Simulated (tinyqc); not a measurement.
Worked calculation: extended Hueckel theory, for PH2. One step of it, computed by the program tinyqc.

Question. Wolfsberg-Helmholz matrix. H_ij = K' S_ij (H_ii + H_jj)/2 for i != j (the diagonal keeps H_ii), with K' = K + D^2 + D^4 (1 - K), D = (H_ii - H_jj)/(H_ii + H_jj), K = 2.

overlap S:
```
           1P 3s    1P 3px     1P 3py    1P 3pz     2H 1s      3H 1s
1P 3s   1.000000  0.000000   0.000000  0.000000  0.415473   0.415473
1P 3px  0.000000  1.000000   0.000000  0.000000  0.000000   0.000000
1P 3py  0.000000  0.000000   1.000000  0.000000  0.442255  -0.442255
1P 3pz  0.000000  0.000000   0.000000  1.000000  0.336357   0.336357
2H 1s   0.415473  0.000000   0.442255  0.336357  1.000000   0.075146
3H 1s   0.415473  0.000000  -0.442255  0.336357  0.075146   1.000000
```

diagonal H_ii (eV): 1P 3s -18.600000, 1P 3px -14.000000, 1P 3py -14.000000, 1P 3pz -14.000000, 2H 1s -13.600000, 3H 1s -13.600000

K = 2.000000

Give: H.

Answer.

H (eV):
```
           1P 3s    1P 3px    1P 3py    1P 3pz     2H 1s     3H 1s
1P 3s   -18.6000    0.0000    0.0000    0.0000  -13.5356  -13.5356
1P 3px    0.0000  -14.0000    0.0000    0.0000    0.0000    0.0000
1P 3py    0.0000    0.0000  -14.0000    0.0000  -12.2075   12.2075
1P 3pz    0.0000    0.0000    0.0000  -14.0000   -9.2844   -9.2844
2H 1s   -13.5356    0.0000  -12.2075   -9.2844  -13.6000   -2.0440
3H 1s   -13.5356    0.0000   12.2075   -9.2844   -2.0440  -13.6000
```
